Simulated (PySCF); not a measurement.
Molecule: SMILES C/C=C(\C)F, C₄H₇F.

Molfile (atoms numbered from 1):
```
C4H7F
     RDKit          3D

 12 11  0  0  0  0  0  0  0  0999 V2000
    1.5642   -0.3413   -0.4449 C   0  0  0  0  0  0  0  0  0  0  0  0
    0.5140    0.7146   -0.5235 C   0  0  0  0  0  0  0  0  0  0  0  0
   -0.7206    0.6591   -0.0211 C   0  0  0  0  0  0  0  0  0  0  0  0
   -1.3994   -0.4274    0.7297 C   0  0  0  0  0  0  0  0  0  0  0  0
   -1.5291    1.7218   -0.1890 F   0  0  0  0  0  0  0  0  0  0  0  0
    1.8720   -0.6717   -1.4511 H   0  0  0  0  0  0  0  0  0  0  0  0
    1.2331   -1.2306    0.1093 H   0  0  0  0  0  0  0  0  0  0  0  0
    2.4723    0.0402    0.0508 H   0  0  0  0  0  0  0  0  0  0  0  0
    0.7685    1.6445   -1.0430 H   0  0  0  0  0  0  0  0  0  0  0  0
   -2.3002   -0.7576    0.1878 H   0  0  0  0  0  0  0  0  0  0  0  0
   -1.7305   -0.0584    1.7137 H   0  0  0  0  0  0  0  0  0  0  0  0
   -0.7443   -1.2932    0.8812 H   0  0  0  0  0  0  0  0  0  0  0  0
  1  2  1  0
  2  3  2  0
  3  4  1  0
  3  5  1  0
  1  6  1  0
  1  7  1  0
  1  8  1  0
  2  9  1  0
  4 10  1  0
  4 11  1  0
  4 12  1  0
M  END
```

Geometry PBE0-D3(BJ)/def2-SVP throughout; GIAO in PySCF, gas phase, one conformer, non-relativistic; equivalent atoms averaged; basis pcSseg-2.

For orientation, PBE0 gives these shifts δ (against TMS, CFCl3 at the same level): C3 170.3, C2 109.6, C4 14.5, C1 14.0, F5 -96.4, H9 5.20, H10/H11/H12 1.83, H6/H7/H8 1.65 ppm.

A run gave: C3 166.3, C2 109.6, C4 14.2, C1 12.2, F5 -84.3, H9 5.26, H10/H11/H12 1.88, H6/H7/H8 1.64 ppm (shifts δ (against TMS, CFCl3 at the same level)).

Problem. Which functional was used in that run?
A. LDA
B. HF
C. BP86
D. KT2
E. OPBE

Solution. B. F5 tells them apart best: HF gives -84.3, KT2 gives -117.4, OPBE gives -98.0, BP86 gives -106.5, LDA gives -107.2 ppm.
